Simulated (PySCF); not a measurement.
Spectra and structures to be paired. Level of theory: TDDFT CAM-B3LYP/def2-SVPD, vertical, gas phase, core orbitals frozen in the response (PySCF). Geometries: PBE0-D3(BJ)/def2-SVP; one conformer of each isolated species. Triplets are in the Tamm–Dancoff approximation.

A. `C#C` (C2H2)
B. `FC/C=C\C=C` (C5H7F)
C. `COC(=S)OC` (C3H6O2S)
D. `C1[SiH2]C(O[SiH3])=CC=1` (C4H8OSi2)

Lowest singlet levels (six at most, fewer where fewer were computed) with oscillator strengths:

1. 6.56 eV (f 0.000); 6.84 eV (f 0.000 summed over 2 states); 8.31 eV (f 0.201 summed over 2 states); 8.68 eV (f 0.000 summed over 2 states); 9.93 eV (f 0.063 summed over 2 states); 10.30 eV (f 0.861); T1 5.31 eV
2. 4.02 eV (f 0.095); 5.39 eV (f 0.001); 5.62 eV (f 0.000); 5.83 eV (f 0.000); 6.29 eV (f 0.000); 6.48 eV (f 0.004); T1 2.44 eV
3. 5.74 eV (f 0.738); 6.81 eV (f 0.002); 6.95 eV (f 0.014); 7.08 eV (f 0.006); 7.20 eV (f 0.005); 7.46 eV (f 0.028); T1 3.11 eV
4. 4.04 eV (f 0.000); 5.74 eV (f 0.225); 6.34 eV (f 0.058); 6.77 eV (f 0.021); 6.82 eV (f 0.061); 7.26 eV (f 0.010)

Question: Which spectrum belongs to which structure?

Answer: 1 = A, 2 = D, 3 = B, 4 = C.
- A: S1 at 6.56 eV, HOMO-1/HOMO→LUMO+1/LUMO+2 (≥94%); Löwdin shares by element: HOMO (one of a set within 0.03 eV) carbon 91%, hydrogen 9%; LUMO carbon 85%, hydrogen 15%; HOMO -9.78 and LUMO 1.79 eV; point group D∞h, 5 of its 10 listed states under f = 0.0005.
- B: S1 at 5.74 eV, HOMO→LUMO (98%); Löwdin shares by element: HOMO carbon 84% or more (atoms not listed hold the other 16%); LUMO carbon 79% or more (atoms not listed hold the other 21%); HOMO -8.19 and LUMO -0.10 eV.
- C: S1 at 4.04 eV, HOMO→LUMO (99%); S1 has the pattern of n→π* at C=S; HOMO -7.90 and LUMO 0.39 eV; point group Cs, 1 of its 6 listed states under f = 0.0005.
- D: S1 at 4.02 eV, HOMO→LUMO (98%); Löwdin shares by element: HOMO carbon 62% or more, oxygen 14% (atoms not listed hold the other 23%); LUMO carbon 69% (atoms not listed hold the other 31%); HOMO -7.40 and LUMO -0.26 eV; point group Cs, 3 of its 6 listed states under f = 0.0005.
C and D have S1 within 0.02 eV of each other; their strongest listed levels stand at 5.74 eV (f 0.225) and 4.02 eV (f 0.095).

A slash joins orbitals within 0.01 eV of each other, whose weights are summed (≥ marks a lower bound).
